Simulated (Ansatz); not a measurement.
Write a Python script for Ansatz 0.2.0, Python API that makes a rigid scan of one bond length of C2H4O2, SMILES C1OCO1. Use (for the species named): r2scan0, def2-SVP basis, multiplicity 1.

```xyz
8

C     0.0191    0.8910   -0.3646
O    -0.9563    0.0991    0.3240
C    -0.0187   -0.9468    0.3557
O     1.0114   -0.1037   -0.3354
H    -0.3517    1.1725   -1.4077
H     0.2687    1.8357    0.1893
H    -0.2574   -1.8301   -0.1936
H     0.3770   -1.1750    1.3765
```

Script `scan_c2h4o2.py`:
```python
"""Stretching a bond of C2H4O2, the rest held rigid."""

from dataclasses import dataclass

import ansatz as az
from ase import Atoms
import numpy as np


@dataclass
class Settings:
    basis: str = "def2-SVP"
    xc: str = "r2scan0"


opts = Settings()

atoms = Atoms(["C", "O", "C", "O", "H", "H", "H", "H"], positions=[
    [0.0191, 0.891, -0.3646],
    [-0.9563, 0.0991, 0.324],
    [-0.0187, -0.9468, 0.3557],
    [1.0114, -0.1037, -0.3354],
    [-0.3517, 1.1725, -1.4077],
    [0.2687, 1.8357, 0.1893],
    [-0.2574, -1.8301, -0.1936],
    [0.377, -1.175, 1.3765],
])
system = az.Crystal.molecule_from_ase(atoms)

symbols = [site.symbol for site in system.cartesian_sites]
start = np.array([site.position_ang for site in system.cartesian_sites])
axis = (start[7] - start[2]) / np.linalg.norm(start[7] - start[2])
moving = [7]
lengths, energies = [0.984, 1.029, 1.074, 1.118, 1.163, 1.208, 1.253, 1.32], []
for length in lengths:
    xyz = start.copy()
    xyz[moving] += (length - np.linalg.norm(start[7] - start[2])) * axis
    point = az.Crystal.molecule()
    for symbol, place in zip(symbols, xyz):
        point = point.atom(symbol, place.tolist())
    calculation = (
        point.calculation()
        .basis(gaussian=opts.basis)
        .functional(opts.xc)
    )
    data = calculation.run(threads=1, backend="cpu").report
    energies.append(data["free_energy_ev"])
    print(f"r = {length:6.3f} A  E = {energies[-1]:.5f} eV  <S^2> = {abs(data['mean_field']['state']['spin_squared']):.3f}")

# quartic fit about the minimum
fit = np.polynomial.Polynomial.fit(lengths, np.array(energies) - min(energies), 4).convert()
roots = [r.real for r in fit.deriv().roots() if abs(r.imag) < 1e-9 and fit.deriv(2)(r.real) > 0]
r_e = min(roots, key=lambda r: abs(r - lengths[int(np.argmin(energies))]))
print(f"minimum of the fit at {r_e:.4f} A, force constant {fit.deriv(2)(r_e):.2f} eV/A^2")
```

Output of `python scan_c2h4o2.py`:
```text
r =  0.984 A  E = -6222.06138 eV  <S^2> = 0.000
r =  1.029 A  E = -6222.24764 eV  <S^2> = 0.000
r =  1.074 A  E = -6222.33215 eV  <S^2> = 0.000
r =  1.118 A  E = -6222.33854 eV  <S^2> = 0.000
r =  1.163 A  E = -6222.28514 eV  <S^2> = 0.000
r =  1.208 A  E = -6222.18557 eV  <S^2> = 0.000
r =  1.253 A  E = -6222.05142 eV  <S^2> = 0.000
r =  1.320 A  E = -6221.80673 eV  <S^2> = 0.000
minimum of the fit at 1.0998 A, force constant 33.52 eV/A^2
```

Caveats:
- The settings weren't tested for convergence.
- The rest of the molecule is held rigid at a force-field or estimated start geometry, and the basis set is modest; single-reference methods fail as a bond breaks.
- The orbitals are restricted, so S² is zero by construction.
- Timing: 26 s on 1 thread of Arm Neoverse V1, with other jobs on the host, peak memory 0.22 GiB.
